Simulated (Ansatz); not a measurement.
# NH2 (SMILES [NH2]) at UCCSDT(Q)/3-21G

Aim: the vertical doublet–quartet gap of NH2 at UCCSDT(Q)/3-21G, from 2 runs. 

Program for the calculation: Ansatz 0.2.0.

48 further runs of the same task are left out: 48 set aside as unsound or not needed.

### Step 1. Starting point

NH2: 3 atoms, total charge 0, spin state doublet. As SMILES, `[NH2]`. The shape is that of a GFN2-xTB optimisation.

Bond lengths: N1–H2 1.014 Å, N1–H3 1.014 Å. Angles: H2–N1–H3 110.0°.

### Step 2. The energy at UCCSDT(Q)/3-21G

input.yaml

```yaml
crystal:
  periodic: [false, false, false]
  atoms:
    - {symbol: "N", position_ang: [0.307180, -0.182210, 0.151440]}
    - {symbol: H, position_ang: [0.155580, 0.820260, 0.174790]}
    - {symbol: H, position_ang: [-0.462760, -0.638040, -0.326220]}
basis:
  gaussian:
    orbitals: 3-21G.json
magnetization:
  spin_polarized: true
  initial_magnetization: 1
correlation:
  method: ccsdt_q
  frozen_orbitals: {H: 0, "N": 1}
accuracy: high
scf:
  omitted_lower_state_checks: [cluster_reference, increment]
```

The basis set 3-21G is read from a file made from the Basis Set Exchange's data (not shown).

Run with:

```console
$ ansatz run input.yaml --threads 1 --pin off --max-ram 2610MiB --events-out events.jsonl --progress --plain --runs-dir runs
```

Standard output (excerpt; [...] marks lines left out):

```text
Warning: RAYON_NUM_THREADS=1 ignored (pool sized by the plan → 1); use --threads N
Functional definition: HF
  name "HF"
[...]
248 factors; integrals over basis functions are off by at most 4.8e-9 eV
[...]
mean field -1503.28808442 eV, -55.2448181371 hartree, gradient 3.6e-8 eV, S^2 0.756244; 0 other end points of the search recorded, 0 dependent functions left out
1 core orbitals not correlated: weight in the atoms' cores, before any rotation towards them, 1.000 or more for the frozen orbitals, at most 0.000 for the correlated occupied ones
reference -1503.28808442 eV, -55.2448181371 hartree; 4, 3 occupied and 8, 9 virtual orbitals, 248 factors
second order -2.24037897 eV of doubles, -0.00000000 eV of singles
cycle   1  -2.48645883 eV  change   -2.5e-1 eV  update   3.4e-2
[...]
cycle  21  -2.63951219 eV  change   4.5e-10 eV  update  6.0e-10
perturbative correction -0.00229198 eV, -0.0000842288 hartree
Total energy: -1505.92988859 eV, -55.3419026496 hartree
Checks for a lower state left out: cluster_reference, increment
```

Wall time 1.6 s (1 thread of Arm Neoverse V1, shared host).

### Step 3. The quartet, same level

molecule.yaml

```yaml
basis:
  gaussian: {orbitals: 3-21G.json}
crystal:
  periodic: [false, false, false]
  atoms:
    - symbol: N
      position_ang: [0.307180, -0.182210, 0.151440]
    - symbol: H
      position_ang: [0.155580, 0.820260, 0.174790]
    - symbol: H
      position_ang: [-0.462760, -0.638040, -0.326220]
magnetization: {spin_polarized: true, initial_magnetization: 3}
correlation: {method: ccsdt_q, frozen_orbitals: {H: 0, "N": 1}}
accuracy: high
scf: {omitted_lower_state_checks: [cluster_reference, increment]}
```

The basis set 3-21G is read from a file made from the Basis Set Exchange's data (not shown).

Run with:

```console
$ ansatz run molecule.yaml --threads 1 --pin off --max-ram 2610MiB --events-out events.jsonl --progress --plain --runs-dir runs
```

Standard output (excerpt; [...] marks lines left out):

```text
Warning: RAYON_NUM_THREADS=1 ignored (pool sized by the plan → 1); use --threads N
[... 2 set-up lines as earlier in the session ...]
[...]
248 factors; integrals over basis functions are off by at most 4.8e-9 eV
[...]
mean field -1495.58971459 eV, -54.9619082640 hartree, gradient 6.7e-8 eV, S^2 3.752601; 2 other end points of the search recorded, 0 dependent functions left out
1 core orbitals not correlated: weight in the atoms' cores, before any rotation towards them, 1.000 or more for the frozen orbitals, at most 0.000 for the correlated occupied ones
reference -1495.58971459 eV, -54.9619082640 hartree; 5, 2 occupied and 7, 10 virtual orbitals, 248 factors
second order -1.76448949 eV of doubles, -0.00000000 eV of singles
cycle   1  -2.03196561 eV  change   -2.7e-1 eV  update   3.6e-2
[...]
cycle  27  -2.19129982 eV  change   4.4e-10 eV  update  2.1e-10
perturbative correction -0.00194040 eV, -0.0000713085 hartree
Total energy: -1497.78295482 eV, -55.0425083557 hartree
Checks for a lower state left out: cluster_reference, increment
```

Wall time 1.5 s (1 thread of Arm Neoverse V1, shared host).

### Step 4. Outcome

At UCCSDT(Q)/3-21G, 1 core orbital frozen:

```
                                           quantity         value
                              doublet: total energy  -55.34190 Eh
doublet: correlation energy (1 core orbital frozen)     -97.1 mEh
         doublet: ⟨S²⟩ of the reference determinant         0.756
                             doublet: T1 diagnostic         0.006
                              quartet: total energy  -55.04251 Eh
quartet: correlation energy (1 core orbital frozen)     -80.6 mEh
         quartet: ⟨S²⟩ of the reference determinant         3.753
                             quartet: T1 diagnostic         0.006
   vertical energy of the quartet above the doublet      8.147 eV
```

**Reading.** At this shape the quartet lies 8.15 eV (786 kJ/mol) above the doublet.
